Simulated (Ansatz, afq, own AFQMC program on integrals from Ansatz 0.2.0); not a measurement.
**Where AFQMC and coupled cluster stand for CH2, triplet**

```yaml
atoms:
  - { symbol: C, position_ang: [-0.7886, 1.5380, -0.5753] }
  - { symbol: H, position_ang: [-1.2219, 1.7941, -1.5417] }
  - { symbol: H, position_ang: [-0.3634, 2.1163, 0.2446] }
```

Basis def2-TZVP. Only valence electrons are correlated. Integrals, coupled cluster, full CI and functionals: Ansatz 0.2.0; the random walks run on the same integrals in our own AFQMC program. The CISD trial takes its coefficients from CCSD amplitudes. Released means that phaseless walkers are propagated on without the constraint, phases kept. Free projection: walkers drawn from exp(T), propagated without any constraint. Its projection time is finite, and what remains of the start isn't in its error. ± is one standard error of the sampling.

Determinant: UHF, the one that the program's search chose, which needn't be the lowest solution. The geometry is a PBE0/def2-SVP stationary point of this or a neighbouring charge and spin state.

No full CI on the walks' own integrals is used here; CCSDT(Q) serves as the reference and is uncertain by about the last step of the cluster series.

The T1 diagnostic is 0.0116, the weight of the determinant in the CISD state is 0.947 and the ⟨S²⟩ of the determinant is 2.017. The size of the correlated space is 6 electrons in 42 orbitals.

| level | correlation energy (eV) |
| --- | --- |
| MP2 | -3.0605 |
| CCSD | -3.6021 |
| CCSD(T) | -3.6882 |

Problem. Estimate where free-projection AFQMC lies against CCSD(T) on the same integrals.

Solution. 0.41 ± 0.04 kcal/mol below CCSD(T).

Reference: CCSDT(Q), correlation energy -3.704 eV. The released energy is read at 1.50 1/Eh (meV from the phaseless value at times in 1/Eh: 0.0 ± 1.1 at 0.24, -0.7 ± 1.1 at 0.50, -1.5 ± 0.6 at 1.00, -1.6 ± 0.9 at 1.50).

| level | E − E(reference) (kcal/mol) | share of correlation (%) |
| --- | --- | --- |
| CCSD(T) | 0.36 | 99.58 |
| CCSDT | 0.04 | 99.95 |
| ph-AFQMC/HF | -0.47 ± 0.27 | 100.56 |
| ph-AFQMC/CISD | 0.04 ± 0.02 | 99.95 |
| released AFQMC | 0.01 ± 0.02 | 99.99 |
| free AFQMC | -0.05 ± 0.04 | 100.06 |

Free projections are given only where their last times agree within the noise and don't stop above the reference; a slow remainder of the start can still hide under it. A walk keeps the symmetry of its determinant, which the program's search chose and which needn't be the lowest solution, so a lower state of the same spin and another symmetry isn't excluded. Released energies are given only where the last usable release times agree within the noise; a slower fall can still hide under it.
